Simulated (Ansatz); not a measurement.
A nudged elastic band was laid between two geometries of H4SSi2 (7 atoms, charge 0, multiplicity 1).

Method: RKS PBE-D4/def2-SVP in Ansatz.

```
movable images  : 5
climbing image  : yes
spring          : 2.0 to 10.0 eV/Å², energy-weighted
optimiser       : quadratic models (default)
start path      : through a guess of the saddle point
force threshold : 0.05 eV/Å
iteration limit : 60
end points      : relaxed
```

Initial state:

```xyz
7
Properties=species:S:1:pos:R:3
Si -0.873 1.040 -1.068
Si 0.070 -0.141 0.560
S 1.438 -1.746 0.141
H -1.304 0.106 -2.176
H -2.106 1.695 -0.482
H 0.499 0.523 1.842
H 2.276 -1.477 1.183
```

Final state:

```xyz
7
Properties=species:S:1:pos:R:3
Si -0.721 0.899 -0.271
Si 0.257 -0.535 1.414
S 1.367 -1.613 -0.081
H -0.310 0.629 -1.698
H -2.226 0.786 -0.177
H -0.373 2.332 0.063
H 2.006 -2.497 0.749
```

Q: Which bonds break or form, and what moves?

A: Bonds broken: Si2–H6. Bonds formed: Si1–H6.

Q: Give the energies along the band, and the barrier.

A: The forces met the threshold. The highest image is number 3 of 0 to 6, 0.58 eV above the first end and 0.93 eV above the last; the last end lies 0.36 eV below the first. Another band between the same ends (5 images) ends at a top of the same energy, where a vibrational analysis finds 1 clearly imaginary mode. The orbitals stay closed-shell, which can raise the energy where a bond breaks towards radicals; this wasn't checked here.

```json
{"image": "0", "path coordinate (Å)": "0.00", "energy (eV)": "0.00", "Si2–H6 (Å)": "1.51", "Si1–H6 (Å)": "3.26"}
{"image": "1", "path coordinate (Å)": "1.00", "energy (eV)": "0.17", "Si2–H6 (Å)": "1.51", "Si1–H6 (Å)": "2.92"}
{"image": "2", "path coordinate (Å)": "1.55", "energy (eV)": "0.44", "Si2–H6 (Å)": "1.53", "Si1–H6 (Å)": "2.53"}
{"image": "3", "path coordinate (Å)": "1.99", "energy (eV)": "0.58", "Si2–H6 (Å)": "1.59", "Si1–H6 (Å)": "2.18"}
{"image": "4", "path coordinate (Å)": "2.40", "energy (eV)": "0.41", "Si2–H6 (Å)": "1.72", "Si1–H6 (Å)": "1.86"}
{"image": "5", "path coordinate (Å)": "2.94", "energy (eV)": "0.02", "Si2–H6 (Å)": "2.15", "Si1–H6 (Å)": "1.58"}
{"image": "6", "path coordinate (Å)": "4.70", "energy (eV)": "-0.36", "Si2–H6 (Å)": "3.23", "Si1–H6 (Å)": "1.51"}
```

Q: What is the geometry of the highest image?

A: 
```xyz
7
Properties=species:S:1:pos:R:3
Si -1.013 0.573 -0.743
Si 0.006 -0.403 0.998
S 1.719 -1.435 0.105
H -1.107 0.466 -2.256
H -2.000 1.625 -0.303
H 0.288 1.163 0.910
H 2.106 -1.988 1.289
```

The run took 2.1 min on 1 thread of Intel(R) Xeon(R) Processor @ 2.70GHz, on a shared host, peak memory 0.14 GiB.
